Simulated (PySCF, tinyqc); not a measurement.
RHF in the sto-3g basis, for CH2, spin multiplicity 1, step by step. The lowest restricted solution is unstable here: a spin-polarised one lies 0.0218 hartree lower (PySCF). One step of it, computed by the program tinyqc.

Task: Iteration 27 (converged): orbitals. Diagonalise F' = X^T F X, C = X C', fill 4 alpha and 4 beta electrons from the bottom; D = 2 C_occ C_occ^T. Each column has its largest component positive (the first on a tie).

converged F (hartree):
```
             1C 1s      1C 2s    1C 2px     1C 2py     1C 2pz      2H 1s      3H 1s
1C 1s   -11.033029  -2.956783  0.000000   0.000000  -0.020812  -0.270139  -0.270139
1C 2s    -2.956783  -1.406297  0.000000   0.000000  -0.008442  -0.367436  -0.367436
1C 2px    0.000000   0.000000  0.222136   0.000000   0.000000   0.000000   0.000000
1C 2py    0.000000   0.000000  0.000000  -0.073099   0.000000  -0.271279   0.271279
1C 2pz   -0.020812  -0.008442  0.000000   0.000000  -0.129666  -0.198737  -0.198737
2H 1s    -0.270139  -0.367436  0.000000  -0.271279  -0.198737  -0.228259  -0.045824
3H 1s    -0.270139  -0.367436  0.000000   0.271279  -0.198737  -0.045824  -0.228259
```

X:
```
            1C 1s      1C 2s    1C 2px     1C 2py     1C 2pz      2H 1s      3H 1s
1C 1s    1.025430  -0.137466  0.000000   0.000000  -0.004626   0.016565   0.016565
1C 2s   -0.137466   1.087760  0.000000   0.000000   0.035768  -0.150870  -0.150870
1C 2px   0.000000   0.000000  1.000000   0.000000   0.000000   0.000000   0.000000
1C 2py   0.000000   0.000000  0.000000   1.054309   0.000000  -0.141404   0.141404
1C 2pz  -0.004626   0.035768  0.000000   0.000000   1.020140  -0.085347  -0.085347
2H 1s    0.016565  -0.150870  0.000000  -0.141404  -0.085347   1.067913  -0.007781
3H 1s    0.016565  -0.150870  0.000000   0.141404  -0.085347  -0.007781   1.067913
```

Give: F' = X^T F X; orbital energies; coefficients C; D after iteration 27.

Result:

F' = X^T F X (hartree):
```
         1       2      3       4       5       6       7
1  -10.809  -1.532  0.000   0.000  -0.039   0.008   0.008
2   -1.532  -0.778  0.000   0.000   0.077  -0.226  -0.226
3    0.000   0.000  0.222   0.000   0.000   0.000   0.000
4    0.000   0.000  0.000   0.073   0.000  -0.280   0.280
5   -0.039   0.077  0.000   0.000  -0.067  -0.197  -0.197
6    0.008  -0.226  0.000  -0.280  -0.197  -0.056  -0.007
7    0.008  -0.226  0.000   0.280  -0.197  -0.007  -0.056
```

orbital energies (hartree): MO1 -11.038, MO2 -0.711, MO3 -0.388, MO4 -0.280, MO5 0.222, MO6 0.312, MO7 0.413

coefficients C:
```
           MO1     MO2     MO3     MO4    MO5     MO6     MO7
1C 1s    0.994  -0.244   0.000   0.105  0.000  -0.113   0.000
1C 2s    0.024   0.865   0.000  -0.463  0.000   0.534   0.000
1C 2px   0.000   0.000   0.000   0.000  1.000   0.000   0.000
1C 2py   0.000   0.000   0.534   0.000  0.000   0.000   0.931
1C 2pz   0.003   0.068   0.000   0.734  0.000   0.717   0.000
2H 1s   -0.004   0.211   0.485   0.361  0.000  -0.646  -0.602
3H 1s   -0.004   0.211  -0.485   0.361  0.000  -0.646   0.602
```

D after iteration 27:
```
         1C 1s   1C 2s  1C 2px  1C 2py  1C 2pz   2H 1s   3H 1s
1C 1s    2.117  -0.471   0.000   0.000   0.127  -0.034  -0.034
1C 2s   -0.471   1.928   0.000   0.000  -0.561   0.031   0.031
1C 2px   0.000   0.000   0.000   0.000   0.000   0.000   0.000
1C 2py   0.000   0.000   0.000   0.571   0.000   0.519  -0.519
1C 2pz   0.127  -0.561   0.000   0.000   1.086   0.559   0.559
2H 1s   -0.034   0.031   0.000   0.519   0.559   0.822  -0.120
3H 1s   -0.034   0.031   0.000  -0.519   0.559  -0.120   0.822
```
